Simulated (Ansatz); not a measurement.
## How far each method lies from full CI for SiH₄⁺, doublet

All five atoms lie in one plane.

Geometry: a point of a stretch scan, not a stationary point.

```yaml
atoms:
  - { symbol: Si, position_ang: [-0.0001, -0.0074, 0.0075] }
  - { symbol: H, position_ang: [-0.0113, 1.0834, 1.0913] }
  - { symbol: H, position_ang: [-0.0133, -0.8539, 0.8594] }
  - { symbol: H, position_ang: [0.0167, 1.0764, -1.0832] }
  - { symbol: H, position_ang: [0.0111, -1.0983, -1.0763] }
```

Basis 6-31G; Ansatz 0.2.0. Correlated methods freeze the noble-gas cores, which leaves 7 electrons in 16 orbitals. Prefix R: restricted or restricted open-shell reference; prefix U: unrestricted. Active spaces: pair = (3e, 3o) about the gap; valence = (7e, 8o) chosen from the atoms' valence shells.

Full CI is exact within this basis and frozen core; it isn't the basis-set limit. The frozen core follows each run's orbitals, which can shift R against U totals by a few meV.

For open shells CISD and CISDTQ are restricted-active-space CI with the open shells as a complete middle space.

The UHF ⟨S²⟩ is 0.810 and the T1 diagnostic (RCCSD) is 0.0288. The largest doubles amplitude (RCCSD) is 0.087 and the T1 diagnostic (UCCSD) is 0.0168.

| level | E − E(RHF) (eV) |
| --- | --- |
| UHF | -0.3836 |
| RMP2 | -1.6569 |
| UMP2 | -1.6836 |
| RCCSD | -2.3262 |
| UCCSD | -2.3254 |
| RCCSD(T) | -2.3524 |
| UCCSD(T) | -2.3500 |

Task: Estimate how far full CI in 6-31G lies from RCCSD(T). The table doesn't fix it; the size of (T) and the diagnostics are the guide.

Result: Full CI in 6-31G lies 0.39 mEh below RCCSD(T), which is 41 % of the (T) step (-0.96 mEh). The diagnostics give no warning, yet the rest is a sizeable part of (T).

The other levels:

| level | E − E(full CI) (mEh) | share of correlation (%) | wall time |
| --- | --- | --- | --- |
| CISD | 4.04 | 95.35 | 0.3 s |
| BCCD(T) | 0.45 | 99.48 | 0.39 s |
| RCCSDT | 0.01 | 99.99 | – |
| UCCSDT | 0.01 | 99.99 | – |
| CISDTQ | 0.05 | 99.94 | 1.1 s |
| RCCSDT(Q) | 0.00 | 100.00 | 2.3 s |
| UCCSDT(Q) | 0.00 | 100.00 | 1.9 s |
| RCCSDTQ | 0.00 | 100.00 | 9 s |
| UCCSDTQ | 0.00 | 100.00 | 8.5 s |
| CASSCF (pair space) | 66.12 | 23.87 | – |
| NEVPT2 (pair space) | 18.57 | 78.62 | 0.24 s |
| CASSCF (valence space) | 16.36 | 81.17 | – |
| NEVPT2 (valence space) | 4.09 | 95.29 | 1.4 s |
| MRCISD (valence space) | 0.24 | 99.72 | – |
| MRCISD+Q (valence space) | 0.09 | 99.90 | 1.7 s |

The correlation energy at full CI, counted from RHF, is -2.363 eV. That run took 1.7 s on 1 thread of Intel Xeon 6975P-C, shared host over 272,520 determinants.

Times hold each run's SCF and search for its determinant on a shared host, so for small cases they say little of a method's own cost; they ran on 1 thread of Intel Xeon 6975P-C.

The full-CI state has the irrep A1 of C2v, in the program's axes.

Natural occupations of full CI about the gap: 1.977 1.960 1.956 1.003 0.039 0.030 0.014 0.007 0.004 0.003; effectively unpaired electrons, Σ n²(2−n)², 1.03.
